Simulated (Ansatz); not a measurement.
Sn (diamond): values from a third-order Birch-Murnaghan fit to a volume scan beside measured ones. Computed values: PBE (plane waves to 420 eV, PAW, scalar-relativistic; Ansatz, a program for electronic structure). Sn was relaxed with its symmetry unable to fall.

| quantity | reference | kind |
|---|---|---|
| Lattice constant a (Å) | 6.477 | measured, corrected to the static lattice |
| Bulk modulus B₀ (GPa) | 42.8 | measured, corrected to the static lattice |

References as given in: Daniel Mejia-Rodriguez, S. B. Trickey, Physical Review B (2018), arXiv:1807.09216.

Task: Estimate the PBE values and the sign and size of each difference.

Result: 
```
quantity                  PBE  difference
----------------------  -----  ----------
Lattice constant a (Å)  6.656      +2.8 %
Bulk modulus B₀ (GPa)    35.7     -16.6 %
```

PBE overestimates the lattice constant a by 2.8 %. PBE underestimates the bulk modulus B₀ by 16.6 %.

(A scan under strain: stresses follow from slopes of the energy per volume, elastic moduli from its curvatures.)
